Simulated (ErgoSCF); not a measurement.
# UPBE/6-31+G run of AlClO (SMILES [O]=[Al][Cl])

What is the vertical electron affinity of AlClO at UPBE/6-31+G? 

The calculation is run with ErgoSCF 3.8.

12 further runs of the same task are left out: 3 that didn't finish, 9 set aside as unsound or not needed.

## Step 1: The structure to begin with

The species is AlClO (3 atoms), meant as a singlet with charge 0. SMILES: `[O]=[Al][Cl]`. Geometry: a GFN2-xTB relaxation, a rough one for these elements and not checked as a minimum.

Bond lengths: O1–Al2 1.566 Å, Al2–Cl3 2.014 Å. Angles: O1–Al2–Cl3 180.0°.

## Step 2: The energy at UPBE/6-31+G

Input file run.inp:

```
set_nthreads(1)
molecule_inline Angstrom
O        0.107470       1.694260       0.245960
Al       0.009340       0.147220       0.021380
Cl      -0.116820      -1.841490      -0.267330
EOF
scf.convergence_threshold = 1e-06
scf.output_mulliken_pop = 1
scf.starting_guess_disturbance = 0.05
scf.use_diagonalization = 1
XC.type = "LMG"
tmpdir = "."
scf.max_number_of_iterations = 100
basis = "6-31+G"
scf.force_unrestricted = 1
run "PBE"
```

Command:

```console
ergo run.inp
```

Output:

```text
[...]
INDF Weighted mixed functional:
[...]
INSC Energy   1 =       -466.23070096213
[...]
INDE E_LUMO =         -0.13511141922
[...]
INSC Energy  34 =       -777.40693379040  ( diff     -0.000000003312380 )
[...]
RESC CONVERGED after  34 iterations.
RESC FINAL ENERGY:       -777.40693379040
RESC FINAL <S2> =          0.00000000010
[...]
INSC SCF: dipole_moment_x [atomic units] =      -0.07367016
INSC SCF: dipole_moment_y [atomic units] =      -1.16152604
INSC SCF: dipole_moment_z [atomic units] =      -0.16860827
[...]
```

It took 23 s on 1 thread of Intel Xeon at 2.50GHz (Skylake/Cascade Lake), shared host.

## Step 3: The doublet anion at the same level

Input file run.inp:

```
set_nthreads(1)
tmpdir = "."
scf.use_diagonalization = 1
scf.starting_guess_disturbance = 0.05
XC.type = "LMG"
scf.max_number_of_iterations = 100
basis = "6-31+G"
scf.convergence_threshold = 1e-06
spin_polarization = 1
scf.output_mulliken_pop = 1
charge = -1
molecule_inline Angstrom
O      0.107470     1.694260     0.245960
Al     0.009340     0.147220     0.021380
Cl    -0.116820    -1.841490    -0.267330
EOF
run "PBE"
```

Command:

```console
ergo run.inp
```

Output:

```text
[...]
INDF Weighted mixed functional:
[...]
INSC Energy   1 =       -475.16382031331
[...]
INDE E_LUMO =          0.06835792428
[...]
INSC Energy  49 =       -777.44774081438  ( diff     -0.000000000012506 )
[...]
RESC CONVERGED after  49 iterations.
RESC FINAL ENERGY:       -777.44774081438
RESC FINAL <S2> =          0.75587906171
[...]
INSC SCF: dipole_moment_x [atomic units] =      -0.05693806
INSC SCF: dipole_moment_y [atomic units] =      -0.89744061
INSC SCF: dipole_moment_z [atomic units] =      -0.13030163
[...]
```

Wall time 34 s (1 thread of Intel Xeon at 2.50GHz (Skylake/Cascade Lake), shared host).

## Step 4: Summary of results

Level: UPBE/6-31+G.

```
                                         quantity          value
                      singlet AlClO: total energy  -777.40693 Eh
                     singlet AlClO: dipole moment         2.99 D
                      doublet anion: total energy  -777.44774 Eh
                              doublet anion: ⟨S²⟩          0.756
vertical electron affinity (to the doublet anion)       1.110 eV
```

**Reading.** At fixed nuclei the extra electron is bound by 1.11 eV (107 kJ/mol). Mulliken charges (singlet AlClO) run from -0.24 on Cl3 to +0.40 on Al2; in a basis this large or diffuse they mean little.
